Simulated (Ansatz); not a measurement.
# Mg2: the cost of one run

Method: aug-cc-pVTZ, all electrons in the functionals, frozen cores in the correlation of double hybrids and RPA; program: Ansatz 0.2.0, Gaussian basis.

The runs, in order: B2PLYP, RPA-PBE, at charge -1, quartet; charge -1, doublet; charge -1, sextet; charge 0, triplet; charge 0, quintet.

18 further runs of the same task are left out: 9 that didn't finish, 9 set aside as unsound or not needed. Runs told in other sessions of the task aren't counted.

**1. What is computed**

The geometry is a PBE0/def2-TZVPD stationary point (not a proven minimum).

2 atoms, charge -1, spin multiplicity 4.

Atoms are counted from 1 here; the program's logs count them from 0.

Bond lengths: Mg1–Mg2 2.707 Å.

No dispersion term is added.

The geometry shown and the zero of energy belong to the point charge -1, quartet. The yardstick, UCCSDT(Q), and other wave-function levels (R restricted, U unrestricted, valence and pair active spaces) come from earlier runs.

**2. B2PLYP, charge -1, quartet**

File in.yaml:

```yaml
crystal:
  periodic: [false, false, false]
  atoms:
    - {symbol: Mg, position_ang: [0.000000, 0.000000, 0.000000]}
    - {symbol: Mg, position_ang: [0.000000, 0.000000, 2.706600]}
basis:
  gaussian: {orbitals: aug-cc-pVTZ}
total_charge: -1
magnetization: {spin_polarized: true, initial_magnetization: 3}
hamiltonian: {xc: {name: B2PLYP}}
correlation: {electrons: outside_noble_gas}
```

The run is started by

```sh
$ ansatz run in.yaml --threads 1 --pin off --events-out ev --progress --plain --max-ram 2393MiB
```

**Question.** How long does this run take on 1 thread of AMD EPYC 9B45, shared host, and how much memory does it need?

About 46 s, with a peak of 0.27 GiB.
